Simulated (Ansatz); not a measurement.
Born–Oppenheimer molecular dynamics of CS2 + H2 (5 atoms, charge 0, multiplicity 1). It starts from a relaxed structure.

All numbers below come from RKS PBE/def2-SVP in Ansatz.

```
ensemble                      : NVE (velocity Verlet)
time step                     : 0.5 fs
steps asked                   : 500
starting velocities drawn for : 500 K
masses                        : H 2.014 u
seed                          : 480441
```

First frame:

```xyz
5
Properties=species:S:1:pos:R:3
H 0.015 0.133 -2.160
H -0.117 0.406 -2.867
S -0.608 0.833 2.689
C 0.034 -0.178 1.675
S 0.677 -1.194 0.664
```

(1) What does the run give?

(2) What happens to the structure?

(3) How do temperature and energy run in time?

Results:

(1) The run went to its last step.

```
steps done                                               : 500
time covered                                             : 250 fs
mean temperature over the second half                    : 290 K
spread of the potential energy over the second half      : 6.6 meV per atom
mean potential energy of the second half above the start : 16.4 meV per atom
```

The conserved energy stayed within 0.13 meV per atom of its start (net change 0.071 meV per atom), so the integration is sound. The temperature averaged 0.58 of the 500 K drawn at the start: a run that starts near a minimum puts about half its kinetic energy into the potential. A run of 0.25 ps of so small a system gives no equilibrium averages.

(2) The same pairs are bonded in the first frame and the last. Pairs count as bonded within 1.25 times the sum of covalent radii (0.12 Å more for H–H). The details hang on the random start.

(3) 
| time (fs) | T (K) | potential energy less start (eV) | conserved less start (meV/atom) |
| --- | --- | --- | --- |
| 0.0 | 500 | 0.000 | 0.00 |
| 20.5 | 185 | 0.122 | 0.08 |
| 41.0 | 415 | 0.033 | 0.10 |
| 61.5 | 228 | 0.106 | 0.01 |
| 82.0 | 418 | 0.032 | 0.05 |
| 102.5 | 160 | 0.132 | 0.12 |
| 123.0 | 320 | 0.070 | 0.08 |
| 143.5 | 231 | 0.104 | 0.01 |
| 164.0 | 362 | 0.054 | 0.07 |
| 184.5 | 222 | 0.108 | 0.11 |
| 205.0 | 426 | 0.029 | 0.01 |
| 225.5 | 232 | 0.104 | 0.04 |
| 246.0 | 322 | 0.070 | 0.11 |

Time of the run: 8 min on 1 thread of Arm Neoverse V1, on a shared host, peak memory 0.1 GiB.
